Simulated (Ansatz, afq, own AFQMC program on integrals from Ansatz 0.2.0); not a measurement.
# GeH⁻, singlet in aug-cc-pVDZ, levels against full CI

```xyz
2

Ge    0.0000    0.0000    0.0000
H     0.0000    0.0000    2.2690
```

Basis aug-cc-pVDZ. Noble-gas cores (and the filled d shells of Ga–Kr and In–Xe) are frozen. Ansatz 0.2.0 and our own AFQMC program on the same integrals; the CISD trial comes from CCSD amplitudes, and released means the phaseless constraint is let go. Uncertainties: one standard error, sampling alone. No spin–orbit coupling.

Determinant: RHF, the one that the program's search chose, which needn't be the lowest solution. The geometry is a point of a scan.

Full CI on the same integrals is exact in this basis and with this determinant's frozen core.

Cautions: no relativity below Rb; no spin-orbit coupling; inner d shell frozen; higher spins were not checked; restricted determinant unstable towards unrestricted (UHF 1.07 eV lower, ⟨S²⟩ 1.03); strong correlation (T1 0.024, weight of the determinant 0.82, largest double 0.18); the CCSDT(Q) amplitudes may be one of several solutions (largest double 0.63); the CCSDTQ amplitudes may be one of several solutions (largest double 0.70); the released energy hasn't reached full CI (126 meV above it at 2.40 1/Eh), so no released level is given (meV from the phaseless value at times in 1/Eh: -7 ± 5 at 0.24, -13 ± 5 at 0.51, -18 ± 4 at 0.99, -26 ± 4 at 1.62, -28 ± 5 at 2.40); the determinant fills πx and πy unequally, so it mixes two states of the linear molecule, and each level undoes that mixture to a different degree, while full CI gives the lower state, and by Hund's rule a triplet of that filling probably lies lower still; CCSDTQ on the UHF determinant differs (757 meV lower), perhaps since the unrestricted series falls towards higher spin.

The T1 diagnostic is 0.0236, the weight of the determinant in the CISD state is 0.821 and the size of the correlated space is 6 electrons in 31 orbitals.

Reference: full CI, correlation energy -3.594 eV. The cautions show a poor starting determinant, so the rows tell how each method copes with it here, and full CI is the sure value.

| level | E − E(reference) (mEh) | share of correlation (%) |
| --- | --- | --- |
| HF | 132.07 | 0.00 |
| MP2 | 41.92 | 68.26 |
| CCSD | 11.88 | 91.01 |
| CCSD(T) | 6.15 | 95.34 |
| CCSDT | 1.21 | 99.08 |
| CCSDT(Q) | -0.23 | 100.17 |
| CCSDTQ | 0.05 | 99.96 |
| ph-AFQMC/CISD | 5.66 ± 0.21 | 95.72 |

CCSDT and higher add their correlation energy to the determinant of the CCSD(T) run, since their own runs factorise the integrals more tightly (a shift of under 2 meV).
